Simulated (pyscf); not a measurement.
Optimised with ωB97X-D3(BJ)/def2-SVP in PySCF. MP2 and CC: frozen core, UHF for open shells. ΔMP2 is the change of the MP2 total energy from the triple- to the quadruple-zeta basis.

Task: Estimate by transition-state theory the rate constant of F–SiH₃ (SMILES F[SiH3]) + NH₃ (SMILES N) → H₂N–SiH₃ (SMILES N[SiH3]) + HF (SMILES F) (singlet surface; F–Si, H–N broken, N–Si, F–H formed) at 600 K, with CCSD(T)/def2-TZVPP + ΔMP2(QZVPP) energies (ideal gas, 1 atm, RRHO with modes under 100 cm⁻¹ raised to 100, one conformer, R ln 2 for rigid chiral ones; no tunnelling).

Result: The electronic barrier is 29.1 kcal/mol and the thermal terms add +19.8, so ΔG‡ = 48.9 kcal/mol. With k_BT/h = 1.25e+13 s⁻¹ and RT = 1.192 kcal/mol, and a volume of 8.18e-20 cm³ per molecule at 1 atm, k = 1.5e-24 cm³ molecule⁻¹ s⁻¹. Wigner's tunnelling factor for 733i cm⁻¹ would be 1.13. A shift of 1 kcal/mol in the barrier changes k by a factor 2.3. On the reactant side the descent ends in a complex (not fully relaxed), 4.2 kcal/mol under the separated species and 29.9 kcal/mol under the saddle at ωB97X-D3(BJ)/def2-TZVP. On the product side the descent ends in a bound adduct, 10.6 kcal/mol under the separated species and 15.9 kcal/mol under the saddle at ωB97X-D3(BJ)/def2-TZVP. At ωB97X-D3(BJ) the barrier from the zero used here is 25.7 kcal/mol. One saddle was located; it need not be the lowest between these sides. The CCSD(T) − MP2 part came from Ansatz, without density fitting, on the same reference.
